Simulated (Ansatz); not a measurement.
**Scan of [H···H···CH2], triplet**

All five atoms lie in one plane.

Starting geometry:

| atom | x (Å) | y (Å) | z (Å) |
| --- | --- | --- | --- |
| H | -2.1562 | 0.0000 | 0.0000 |
| H | -1.4112 | 0.0000 | 0.0000 |
| C | 0.1968 | 0.0000 | 0.0000 |
| H | 0.6113 | 0.0000 | 0.9962 |
| H | 0.6113 | 0.0000 | -0.9962 |

From there H2 is moved from one fragment to the other while all else, the fragments' distance too, stays fixed; atoms are numbered as listed. Energies are in kJ/mol, counted from the starting geometry at the same level.

Basis cc-pVDZ; Ansatz 0.2.0. Only valence electrons are correlated (noble-gas cores frozen). Prefix R: restricted or restricted open-shell reference.

Full CI is exact within this basis and frozen core; it isn't the basis-set limit.

```csv
distance H1-H2 (Å),RHF
0.693,3.0
0.745,0.0
0.819,10.0
0.893,27.0
0.967,39.6
1.041,32.5
1.115,10.7
1.189,-11.4
1.263,-24.3
```

**Question.** Estimate the full CI curve in cc-pVDZ from this one, knowing how RHF errs.

**Answer.** The computed full CI values, in kJ/mol from the starting point, and the error of RHF against them:
| distance H1-H2 (Å) | full CI | RHF less full CI |
| --- | --- | --- |
| 0.693 | 10.3 | -7.3 |
| 0.745 | 0.0 | 0.0 |
| 0.819 | -2.6 | 12.5 |
| 0.893 | -0.1 | 27.1 |
| 0.967 | 0.4 | 39.2 |
| 1.041 | -4.5 | 37.0 |
| 1.115 | -13.7 | 24.4 |
| 1.189 | -22.6 | 11.3 |
| 1.263 | -24.3 | 0.0 |

The error spans 46.5 kJ/mol and is largest, 39.2 kJ/mol, at 0.967 Å.
